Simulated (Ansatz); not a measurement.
```yaml
crystal:
  periodic: [false, false, false]
  atoms:
    - {symbol: Si, position_ang: [0.000000, 0.000000, 0.000000]}
    - {symbol: F, position_ang: [0.000000, 0.000000, 1.562400]}
basis:
  gaussian: {orbitals: def2-TZVP}
total_charge: 1
hamiltonian: {xc: pbe0}
relax: {f_tol: 0.004, max_steps: 80}
```

```sh
$ ansatz run in.yaml --threads 1 --pin off --events-out ev --progress --plain --max-ram 2176MiB
```

Steps of the relaxation (energy above the last step; positions in Å, forces in eV/Å):

```
2
step 1, 14.5 meV
Si    0.000    0.000    0.000    0.000    0.000    1.085
F     0.000    0.000    1.562    0.000    0.000   -1.085
```

```
2
step 2, 4.8 meV
Si    0.000    0.000    0.006    0.000    0.000    0.639
F     0.000    0.000    1.557    0.000    0.000   -0.639
```

```
2
step 3, 0.0 meV
Si    0.000    0.000    0.013    0.000    0.000   -0.040
F     0.000    0.000    1.549    0.000    0.000    0.040
```

```
2
step 5, 0.0 meV
Si    0.000    0.000    0.013    0.000    0.000    0.000
F     0.000    0.000    1.549    0.000    0.000    0.000
```

Close pairs at the end: Si1–F2 1.536 Å.

A stationary point of restricted PBE0 after 5 steps (its stability towards spin polarisation wasn't tested). 4.2 s on 1 thread of Arm Neoverse V1, shared host.
